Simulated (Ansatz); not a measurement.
System: hcp Zr. Method: r²SCAN (plane waves, PAW; Ansatz, a program for electronic structure).

Settings: plane-wave cutoff 560 eV, 18×18×12 k mesh (along the axes of the cell as run), Fermi–Dirac smearing 0.05 eV, scalar-relativistic PAW data made under PBE.

Shape and atoms are relaxed at each volume.

Pressure at four volumes; x = ln(V/23.502 Å³). One pressure is withheld.

| V (Å³/atom) | x | P (GPa) |
|---|---|---|
| 22.562 | -0.0408 | 4.14 |
| 23.502 | 0.0000 | 0.00 |
| 23.972 | 0.0198 | -1.83 |
| 24.442 | 0.0392 | ? |

Problem. Pass a parabola P(x) through the three rows shown, estimate the bulk modulus and its pressure derivative near zero pressure, and predict the withheld pressure.

Solution. Slopes between the rows: (0.00 − (4.14))/(0.0000 − (-0.0408)) = -101.47 and (-1.83 − (0.00))/(0.0198 − (0.0000)) = -92.42 GPa. Their difference over the span 0.0606 is c = 9.05/0.0606 = 149.3 GPa, so P(x) = 4.14 + (-101.47)(x − (-0.0408)) + 149.3 (x − (-0.0408))(x − (0.0000)). At the middle row B = −dP/dx = −[-101.47 + 149.3 × 0.0408] = 95.4 GPa, and B′ = dB/dP = 2c/B = 3.1. At x = 0.0392 the parabola gives -3.51 GPa; the run gives -3.51 GPa. The Birch–Murnaghan fit to the energies at all volumes has B0 = 95.2 GPa and B′ = 3.2.

Measured, for comparison: bulk modulus 95.9 GPa (zero-point energy and finite temperature contributions removed, sources range from 84.3 to 95.9; as tabulated in doi:10.1021/acs.jctc.3c00612). Computed less measured: bulk modulus -0.7 % (inside the range of the sources held).
